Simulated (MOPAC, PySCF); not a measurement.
CH$_{4}$, SMILES `C`, neutral singlet in the gas phase. 

Cartesian coordinates (Å):
```xyz
5

C      0.0000     0.0000     0.0000
H      0.0538    -0.7774     0.7616
H     -0.2725     0.9466     0.4658
H     -0.7515    -0.2694    -0.7416
H      0.9701     0.1002    -0.4858
```
Charge 0, multiplicity 1.

All levels are single points at this geometry (PBE0-D3(BJ)/def2-TZVP); Pople sets use spherical d functions. Orbital energies aren't observables, and empty levels follow the basis.

```json
[
 {"level": "TPSSh-D3(BJ)/def2-TZVP in PySCF", "HOMO (eV)": "-10.24", "LUMO (eV)": "1.44", "gap (eV)": "11.68", "dipole (D)": "0.00", "vertical IE, Delta-SCF (eV)": "–"},
 {"level": "B3LYP/6-31G* in PySCF", "HOMO (eV)": "-10.61", "LUMO (eV)": "3.24", "gap (eV)": "13.84", "dipole (D)": "0.00", "vertical IE, Delta-SCF (eV)": "14.25"},
 {"level": "M06-2X/6-31G* in PySCF", "HOMO (eV)": "-12.32", "LUMO (eV)": "4.58", "gap (eV)": "16.91", "dipole (D)": "0.00", "vertical IE, Delta-SCF (eV)": "–"},
 {"level": "PBE/6-31G* in PySCF", "HOMO (eV)": "-9.26", "LUMO (eV)": "2.68", "gap (eV)": "11.94", "dipole (D)": "0.00", "vertical IE, Delta-SCF (eV)": "13.93"},
 {"level": "SVWN5/6-31G* in PySCF", "HOMO (eV)": "-9.26", "LUMO (eV)": "2.60", "gap (eV)": "11.85", "dipole (D)": "0.00", "vertical IE, Delta-SCF (eV)": "14.01"},
 {"level": "HF/3-21G in PySCF", "HOMO (eV)": "-14.78", "LUMO (eV)": "8.02", "gap (eV)": "22.80", "dipole (D)": "0.00", "vertical IE, Delta-SCF (eV)": "–"},
 {"level": "HF/STO-3G in PySCF", "HOMO (eV)": "-14.09", "LUMO (eV)": "19.41", "gap (eV)": "33.50", "dipole (D)": "0.00", "vertical IE, Delta-SCF (eV)": "–"},
 {"level": "AM1 in MOPAC", "HOMO (eV)": "-13.42", "LUMO (eV)": "4.75", "gap (eV)": "18.17", "dipole (D)": "0.00", "vertical IE, Delta-SCF (eV)": "–"},
 {"level": "PM7 in MOPAC", "HOMO (eV)": "-13.70", "LUMO (eV)": "5.89", "gap (eV)": "19.59", "dipole (D)": "0.00", "vertical IE, Delta-SCF (eV)": "–"}
]
```
